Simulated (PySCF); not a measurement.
Magnetic susceptibility: `C=CC(=O)Cl`, C₃H₃ClO

Geometry:
| atom | x (Å) | y (Å) | z (Å) |
| --- | --- | --- | --- |
| C1 | -0.602 | 0.403 | -0.191 |
| C2 | 0.580 | 0.679 | 0.366 |
| C3 | 1.816 | 0.567 | -0.437 |
| O4 | 1.901 | 0.255 | -1.579 |
| Cl5 | 3.272 | 0.963 | 0.518 |
| H6 | -0.660 | 0.094 | -1.239 |
| H7 | -1.530 | 0.476 | 0.380 |
| H8 | 0.684 | 0.989 | 1.408 |

The calculation used GIAO CAM-B3LYP/pcSseg-1 magnetisability, rotational g tensor and spin-rotation constants, non-relativistic, gas phase (PySCF 2.14.0). Geometry: PBE0-D3(BJ)/def2-SVP.

**Question.** What are the magnetisability and the molar susceptibility?

**Answer.** Isotropic -713 × 10⁻³⁰ J/T², or -42.9 × 10⁻⁶ cm³/mol; principal values -863, -719, -556 × 10⁻³⁰ J/T², anisotropy 266 × 10⁻³⁰ J/T² (root of half the summed squared differences of the principal values). The susceptibility is in cgs units.

**Question.** Split it along the inertial axes a, b, c into diamagnetic and paramagnetic parts about the centre of mass, with the quadrupole moment.

**Answer.** 
```
axis  χ (10⁻⁶ cm³/mol)  diamagnetic (10⁻⁶ cm³/mol)  paramagnetic (10⁻⁶ cm³/mol)  summed x² of all electrons (Å²)  quadrupole Θ (D Å)
   a             -43.3                      -192.7                        149.4                            109.4               +5.96
   b             -33.5                      -496.7                        463.2                             37.7               -3.71
   c             -51.9                      -624.1                        572.2                              7.7               -2.25
```
Anisotropies 2χaa − χbb − χcc = -1.0 and 2χbb − χaa − χcc = +28.1 × 10⁻⁶ cm³/mol. Θ is traceless in Buckingham's convention.

**Question.** And the rotational g tensor?

**Answer.** 
```tsv
axis	rotational constant (GHz)	g	nuclear part	electronic part
a	9.2125	-0.0988	0.5479	-0.6466
b	2.6592	-0.0336	0.5451	-0.5786
c	2.0636	-0.0090	0.5457	-0.5547
```
Asymmetric top; isotopes 12C, 35Cl, 1H, 16O; no vibrational averaging.
